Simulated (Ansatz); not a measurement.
**NiI$_{2}$: experiment and calculation**

**Experimental background.**

From “Effects of Pressure on the Electronic and Magnetic Properties of Bulk NiI2”, 2023, arxiv:2306.04729, for a bulk crystal of NiI2 at 300 K: lattice constant a 3.922 Å; lattice constant c 19.808 Å.

How close the calculation comes is told below.

All numbers below come from DFT PBEsol, scalar-relativistic, plane waves, PAW in Ansatz.

Settings: cutoff 420 eV, Γ-centred mesh 12×12×12 on the computed 3-atom cell, Gaussian smearing of 0.10 eV; collinear spin from starting moments 1.31 0.25 0.25 μB.

Relaxed structure, symmetry kept:

```
Ni I
1.0
     1.93321    1.11614    6.60271
    -1.93321    1.11614    6.60271
     0.00000   -2.23228    6.60271
Ni I
1 2
Direct
  0.00000 0.00000 0.00000
  0.25851 0.25851 0.25851
  0.74149 0.74149 0.74149
```

| Property | Result |
| --- | --- |
| Space group | R-3m (No. 166) |
| Volume per atom | 28.49 Å³ |
| Formation energy from the elements' standard states (uncorrected) | -0.101 eV/atom |
| Kohn–Sham band gap | none (metal) |
| Density of states at the Fermi level | 0.66 states/eV per cell |
| Löwdin character within 0.5 eV of the Fermi level | I 5p 50 %, Ni 3d 47 % |
| Bader charges (e) | Ni (1 in the cell) 0.45, I (2 in the cell) -0.23 |
| Total moment | 1.94 μB per cell |
| Site moments (μB; atoms counted from 1 over the whole cell) | Ni (atom 1) 1.19, I (atom 2) 0.22, I (atom 3) 0.22 |

Spin-orbit coupling is left out, which matters for the bands of heavy elements. The cell holds one magnetic atom, so it can only be ferromagnetic; an antiferromagnetic order may lie lower. The cell holds layers, and where no dispersion correction was added their binding is poorly described.

Only this magnetic start was tried.

A measured lattice constant a of NiI2 is 3.922 Å (300 K; quoted in the paper above); the calculated 3.866 Å misses it by -1.4 %. Against the measured lattice constant c of NiI2, 19.808 Å (300 K; quoted in the paper above), the calculated 19.808 Å is off by 0.0 %. The calculation is for 0 K without zero-point motion. The calculated magnetic order may not be the real one, and cell, gap and energy hang on it, so these differences aren't the functional's alone.

Cost: 1 run of about 2.5 core-minutes, on Intel Xeon 6975P-C (Granite Rapids) (shared hosts).